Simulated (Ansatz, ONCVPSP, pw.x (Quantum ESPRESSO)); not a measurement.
## pw.x on fcc Al: one setting changed

Potential: optimised norm-conserving Vanderbilt (ONCV), ONCVPSP 4.0.1.1 (patched build), LDA (Perdew-Wang 92); core [Ne], reference 3s2 3p1; waves: 3s: rc 2.20 bohr, ncon 4, nbas 7, qcut 3.4 1/bohr, 3 projectors, debl 2.9 Ha; 3p: rc 2.60 bohr, ncon 3, nbas 8, qcut 3.8 1/bohr, 3 projectors, debl 3.5 Ha; local part: polynomial inside 1.85 bohr (lpopt 5, dvloc0 -1 Ha); core correction: Teter function, fcfact 2.5, rcfact 1.6.

The reference run (k-mesh 14³, cutoffs 50/200 Ry, Fermi–Dirac 0.01 Ry, mixing_beta 0.4, conv_thr 1e-9, no spin) gives -0.22 GPa at 15.842 Å³/atom, where all-electron LAPW gives -0.23 GPa. This run, with its own iteration cap, changes degauss to 0.002.

```
&control
  calculation='scf', prefix='x', pseudo_dir='./', outdir='./tmp', tstress=.true., disk_io='none'
/
&system
  ibrav=0, nat=1, ntyp=1, ecutwfc=50, ecutrho=200, nbnd=8,
  occupations='smearing', smearing='fd', degauss=0.002
/
&electrons
  conv_thr=1e-09, mixing_beta=0.4, electron_maxstep=60
/
ATOMIC_SPECIES
Al 1.0 Al.UPF
CELL_PARAMETERS angstrom
  0.00000000 1.99339488 1.99339488
  1.99339488 0.00000000 1.99339488
  1.99339488 1.99339488 0.00000000
ATOMIC_POSITIONS crystal
Al 0.0000 0.0000 0.0000
K_POINTS automatic
14 14 14 0 0 0
```

```bash
pw.x < Al.scf.in > Al.scf.out
```

Task: How does the run end?

Result: It converges in 6 iterations; the free energy moves by +13.6 meV/atom and the pressure by -0.21 GPa. In a metal, with Fermi–Dirac smearing, F lies below its zero-width value by a term in the square of the width.

```
Message from routine setup:
     using ibrav=0 with symmetry is DISCOURAGED, use correct ibrav instead
     lattice parameter (alat)  =       5.3273  a.u.
     unit-cell volume          =     106.9071 (a.u.)^3
     number of electrons       =         3.00
     number of Kohn-Sham states=            8
     kinetic-energy cutoff     =      50.0000  Ry
     charge density cutoff     =     200.0000  Ry
     scf convergence threshold =      1.0E-09
     Exchange-correlation= SLA  PW   NOGX NOGC
     number of k points=   104  Fermi-Dirac smearing, width (Ry)=  0.0020
     iteration #  1     ecut=    50.00 Ry     beta= 0.40
     total energy              =      -4.59562505 Ry
     estimated scf accuracy    <       0.00569411 Ry
     iteration #  2     ecut=    50.00 Ry     beta= 0.40
     total energy              =      -4.59493191 Ry
     estimated scf accuracy    <       0.00186554 Ry
     iteration #  3     ecut=    50.00 Ry     beta= 0.40
     total energy              =      -4.59498393 Ry
     estimated scf accuracy    <       0.00000267 Ry
     iteration #  4     ecut=    50.00 Ry     beta= 0.40
     total energy              =      -4.59498552 Ry
     estimated scf accuracy    <       0.00000002 Ry
     iteration #  5     ecut=    50.00 Ry     beta= 0.40
     total energy              =      -4.59498553 Ry
     estimated scf accuracy    <          5.4E-09 Ry
     iteration #  6     ecut=    50.00 Ry     beta= 0.40
     the Fermi energy is     8.0997 ev
!    total energy              =      -4.59498553 Ry
     estimated scf accuracy    <          7.5E-11 Ry
     smearing contrib. (-TS)   =      -0.00007610 Ry
     The total energy is F=E-TS. E is the sum of the following terms:
     one-electron contribution =       3.00538996 Ry
     hartree contribution      =       0.00705837 Ry
     xc contribution           =      -2.13030925 Ry
     ewald contribution        =      -5.47704851 Ry
     convergence has been achieved in   6 iterations
          total   stress  (Ry/bohr**3)                   (kbar)     P=       -4.29
     Message from routine punch:
     Nothing written, as per user request (disk_io='none')
```

The run took about 4.2 s on one core of a shared host (Neoverse-V2, 32 threads, 247 GiB, load 14).
